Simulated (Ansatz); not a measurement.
# LiC+ (singlet): wave-function methods side by side at distance C1–Li2 = 5.010 Å, aug-cc-pVTZ

One table from this session's results is given with a row withheld; the runs are named, their logs left out.

The runs use Ansatz 0.2.0, Gaussian basis; aug-cc-pVTZ, core rule «outside noble gas», up to 2 orbitals frozen.

To be run: UHF; CCSD(T) on RHF; CCSD(T) on UHF; BCCD(T) on RHF; CCSDT(Q) on RHF; CCSDT(Q) on UHF; Full CI.

43 further runs of the same task are left out: 19 for a known fault of the program, 12 that didn't finish, 12 set aside as unsound or not needed. Runs told in other sessions of the task aren't counted.

## The system

The geometry derives from a PBE0/def2-TZVP stationary point (not a proven minimum). One bond is set to the value named and the two fragments are kept rigid.

2 atoms, charge 1, spin multiplicity 1.

Atoms are counted from 1 here; the program's logs count them from 0.

No contacts short enough for the rule that draws bonds.

Set-up of the first run:

in.yaml

```yaml
crystal:
  periodic: [false, false, false]
  atoms:
    - {symbol: C, position_ang: [0.000000, 0.000000, 0.000000]}
    - {symbol: Li, position_ang: [0.000000, 0.000000, 5.010000]}
basis:
  gaussian: {orbitals: aug-cc-pVTZ}
total_charge: 1
magnetization: {spin_polarized: true, initial_magnetization: 0}
hamiltonian: {xc: hf}
output: {orbitals: {seedname: orbitals}}
```

Command:

```bash
$ ansatz run in.yaml --threads 1 --pin off --events-out ev --progress --plain --max-ram 2393MiB
```

Steps of the session up to this table: UHF; CCSD(T) on RHF; CCSD(T) on UHF; BCCD(T) on RHF; CCSDT(Q) on RHF; CCSDT(Q) on UHF; Full CI.

One of the session's tables, all rows but one given; the rest of the session is left out.

```
   method  from FCI (kJ/mol)
      RHF             +339.6
     RMP2             +112.2
    RCCSD              +23.4
 RCCSD(T)                  ?
  BCCD(T)              +10.9
   RCCSDT               +8.2
RCCSDT(Q)               +4.1
      FCI                  0
```

Q: Estimate the row for RCCSD(T) from the others.

As computed: from FCI (kJ/mol): +11.0. In the column «from FCI (kJ/mol)» it lies between BCCD(T) (+10.9) and RCCSD (+23.4).

Left out of the table: UHF, UMP2, UCCSD, UCCSD(T), UCCSDT, UCCSDT(Q) (another determinant or state than the rows shown). UCCSDT(Q) lies 1.27 eV below the table's zero, so the state tabled may not be the lowest.
